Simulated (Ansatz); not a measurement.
Isomers of C₃H₄FN, relaxed with PBE0-D4/def2-TZVP in Ansatz; electronic energies, one conformer each and not always the lowest. Functionals use def2-TZVPP; CBS adds triple-zeta CCSD(T) − MP2 to the MP2 limit of def2-TZVPP and def2-QZVPP.

Task: Order them by energy at frozen-core CCSD(T)/CBS, lowest first. (Estimate.)
A. `NC1(F)C=C1`
B. `CC1(F)C=N1`
C. `C=NC(=C)F`
D. `FC1C=NC1`
E. `NC1=C(F)C1`
F. `C=C=C(N)F`
G. `NC=C=CF`

Result: C (0.0 kcal/mol), D (10.9 kcal/mol), B (13.6 kcal/mol), F (15.1 kcal/mol), G (16.1 kcal/mol), A (24.6 kcal/mol), E (38.3 kcal/mol).

Task: How do B3LYP-D4, B2PLYP, ωB97M-V, PBE0-D4 place them (kcal/mol, against `C=NC(=C)F`)? (An estimate is asked.)

Result: Computed: 
| isomer | B3LYP-D4 | B2PLYP | ωB97M-V | PBE0-D4 |
| --- | --- | --- | --- | --- |
| `CC1(F)C=N1` | 17.9 | 15.6 | 12.5 | 12.8 |
| `C=C=C(N)F` | 14.2 | 14.8 | 13.7 | 13.2 |
| `NC1(F)C=C1` | 28.4 | 27.0 | 22.9 | 22.6 |
| `NC=C=CF` | 14.3 | 15.0 | 14.7 | 13.6 |
| `FC1C=NC1` | 15.9 | 13.8 | 10.4 | 10.4 |
| `NC1=C(F)C1` | 39.4 | 38.7 | 36.4 | 32.8 |

B3LYP here is the variant with VWN-RPA as its local correlation; programs differ in this.
